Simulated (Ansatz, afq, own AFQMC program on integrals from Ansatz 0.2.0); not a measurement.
**Where AFQMC and coupled cluster stand for B, doublet**

A free B atom.

Basis aug-cc-pVTZ. Noble-gas cores (and the filled d shells of Ga–Kr and In–Xe) are frozen. Integrals, coupled cluster, full CI and functionals: Ansatz 0.2.0; the random walks run on the same integrals in our own AFQMC program. ph-AFQMC/CISD is guided by a CISD state made of CCSD amplitudes; releasing the constraint for a short imaginary time cuts its bias at the price of noise, slowly where states lie close. Free projection: walkers drawn from exp(T), propagated without any constraint. Its projection time is finite, and what remains of the start isn't in its error. Error bars are statistical, one sigma.

Determinant: UHF, the one that the program's search chose, which needn't be the lowest solution.

Full CI on the same integrals is exact in this basis and with this determinant's frozen core.

```
T1 diagnostic                               : 0.0144
weight of the determinant in the CISD state : 0.931
⟨S²⟩ of the determinant                     : 0.761
size of the correlated space                : 3 electrons in 45 orbitals
```

| level | correlation energy (eV) |
| --- | --- |
| MP2 | -1.2083 |
| CCSD | -1.7666 |
| CCSD(T) | -1.8035 |

(1) Estimate where free-projection AFQMC lies against CCSD(T) on the same integrals.

(1) 0.42 ± 0.01 mEh below CCSD(T).

Reference: full CI, correlation energy -1.816 eV. The released energy is read at 2.40 1/Eh (meV from the phaseless value at times in 1/Eh: -5 ± 3 at 0.24, -2.6 ± 0.6 at 0.51, -3.2 ± 0.5 at 0.99, -5.9 ± 1.7 at 1.62, -5.1 ± 0.5 at 2.40).

```json
{"level": "CCSD(T)", "E − E(reference) (mEh)": "0.44", "share of correlation (%)": "99.34"}
{"level": "ph-AFQMC/HF", "E − E(reference) (mEh)": "5.35 ± 0.52", "share of correlation (%)": "91.98"}
{"level": "ph-AFQMC/CISD", "E − E(reference) (mEh)": "0.21 ± 0.03", "share of correlation (%)": "99.68"}
{"level": "released AFQMC", "E − E(reference) (mEh)": "0.03 ± 0.02", "share of correlation (%)": "99.96"}
{"level": "free AFQMC", "E − E(reference) (mEh)": "0.02 ± 0.01", "share of correlation (%)": "99.97"}
```

Free projections are given only where their last times agree within the noise and don't stop above the reference; a slow remainder of the start can still hide under it. A walk keeps the symmetry of its determinant, which the program's search chose and which needn't be the lowest solution, so a lower state of the same spin and another symmetry isn't excluded. Released energies are given only where the last usable release times agree within the noise; a slower fall can still hide under it.
